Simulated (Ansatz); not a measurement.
# C3H5: the cost of one run

Method: UHF/def2-SVP, in Ansatz 0.2.0.

## 1. The starting structure

Bond lengths: C2–C3 1.194 Å, C3–H5 1.055 Å, C4–H6 1.078 Å, C4–H7 1.077 Å, C4–H8 1.077 Å. Angles: C2–C3–H5 178.2°, H6–C4–H7 114.2°, H6–C4–H8 114.1°, H7–C4–H8 114.2°.

Structure file:

```xyz
8

H    -0.1275   -0.0982    0.0387
C     0.7896    0.6455   -0.6965
C     1.6042    1.2603   -1.3172
C    -1.0190   -0.8085    0.8398
H     2.3171    1.8295   -1.8467
H    -0.8319   -1.8429    0.6022
H    -1.9900   -0.4551    0.5363
H    -0.7424   -0.5305    1.8434
```

## 2. A restrained relaxation towards end A

Springs on the bonds that form and break draw the guess towards this end; the thresholds are loose.

Input file input.yaml:

```yaml
crystal:
  periodic: [false, false, false]
  atoms:
    - { symbol: H, position_ang: [-0.1275, -0.0982, 0.0387] }
    - { symbol: C, position_ang: [0.7896, 0.6455, -0.6965] }
    - { symbol: C, position_ang: [1.6042, 1.2603, -1.3172] }
    - { symbol: C, position_ang: [-1.019, -0.8085, 0.8398] }
    - { symbol: H, position_ang: [2.3171, 1.8295, -1.8467] }
    - { symbol: H, position_ang: [-0.8319, -1.8429, 0.6022] }
    - { symbol: H, position_ang: [-1.99, -0.4551, 0.5363] }
    - { symbol: H, position_ang: [-0.7424, -0.5305, 1.8434] }
magnetization:
  spin_polarized: true
  initial_magnetization: 1
basis:
  gaussian: { orbitals: def2-SVP }
hamiltonian:
  xc: hf
relax:
  f_tol: 0.15
  max_steps: 25
  restrain:
    - { distance: [0, 3], at: 2.37, k: 30.0 }
    - { distance: [1, 0], at: 1.07, k: 30.0 }
```

The run is started by

```console
> ansatz run input.yaml --threads 1 --pin off --max-ram 2048MiB --backend cpu --events-out ev --progress --plain --runs-dir out
```

Q: Estimate wall time and peak memory on 1 thread of Intel Xeon 6975P-C (Granite Rapids), shared host.

About 3.9 s, with a peak of 0.14 GiB.
